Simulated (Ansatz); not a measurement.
Start from `CSC(C)(C)C` and change one atom or group to get `CCCC(C)(C)C`.

Ansatz, PBE0-D4/def2-TZVP geometries, multiplicity 1. Each molecule was computed in one conformer, which needn't be the lowest.

| property | `CSC(C)(C)C` |
| --- | --- |
| HOMO energy (PBE0/def2-TZVPP) / eV | -6.19 |
| LUMO energy (B3LYP/def2-TZVPP) / eV | 0.72 |
| size of the dipole moment (B3LYP/def2-TZVPP) / D | 1.51 |
| HOMO energy (ωB97M-V/def2-TZVPP) / eV | -8.43 |
| LUMO energy (PBE/def2-TZVPP) / eV | 0.13 |
| HOMO energy (PBE/def2-TZVPP) / eV | -4.97 |

(1) What does the change do to each property? (An estimate is asked.)

Answers

(1) Computed: 
```tsv
property	`CCCC(C)(C)C`	shift
HOMO energy (PBE0/def2-TZVPP) / eV	-8.58	-2.39
LUMO energy (B3LYP/def2-TZVPP) / eV	0.72	0.00
size of the dipole moment (B3LYP/def2-TZVPP) / D	0.08	-1.43
HOMO energy (ωB97M-V/def2-TZVPP) / eV	-10.86	-2.43
LUMO energy (PBE/def2-TZVPP) / eV	0.25	0.12
HOMO energy (PBE/def2-TZVPP) / eV	-7.26	-2.29
```

Dipoles are sizes alone; their direction can turn.

B3LYP here is the variant with VWN-RPA as its local correlation; programs differ in this.
